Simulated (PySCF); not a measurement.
Gas-phase reaction: 3 HPO₃ + H₂O → 3 HPO₂ + 2 HO₂

Method: PySCF energies (xtb for GFN2) plus ideal-gas RRHO corrections (1 bar). † marks an energy on the PBE0/def2-TZVP geometry and frequencies; other levels use their own. MP2 and CCSD(T) freeze the core. 6-31G* has spherical d functions here. Open shells (unrestricted): HO₂ (multiplicity 2); the rest are closed-shell singlets. GFN2 has no spin-polarisation term. B3LYP is the form with VWN-RPA correlation. HPO₃, HPO₂: computed as isolated molecules; such fragments, hydroxides, amides, oligomers or adducts are transient or little studied in the gas. MP2 isn't extrapolated to the basis-set limit; its ΔH°(298 K) is 907.4 kJ in def2-SVP and 1100.7 kJ in def2-TZVPP. CCSD(T) isn't extrapolated to the basis-set limit; its ΔH°(298 K) is 773.8 kJ in def2-SVP and 961.4 kJ in def2-TZVPP. The harmonic model lacks anharmonicity and excited electronic states, which grow with temperature; levels with a mode under 35 cm⁻¹ are left out. Internal rotation in HPO₃, HPO₂ is treated as a harmonic vibration of one conformer, which makes the entropy rough.

```
level                ΔE electronic, kJ  ΔH°(298 K), kJ  ΔS°(298 K), J/K  ΔG°(2000 K), kJ
-------------------  -----------------  --------------  ---------------  ---------------
B3LYP/6-31G*                       767             748              213              341
CCSD(T)/def2-SVP†                  793             774              215              359
CCSD(T)/def2-TZVPP†                981             961              215              546
GFN2-xTB                           969             954              207              564
HF/6-31G*                          753             734              218              312
HF/def2-TZVP†                      889             870              215              455
M06-2X/def2-TZVP†                  975             956              215              541
MP2/def2-SVP†                      927             907              215              492
PBE0/def2-QZVP†                    961             941              215              526
PBE0/def2-SVP†                     802             782              215              367
```
ΔH° is lowest at HF/6-31G* and highest at CCSD(T)/def2-TZVPP†. No reference value is set beside these.
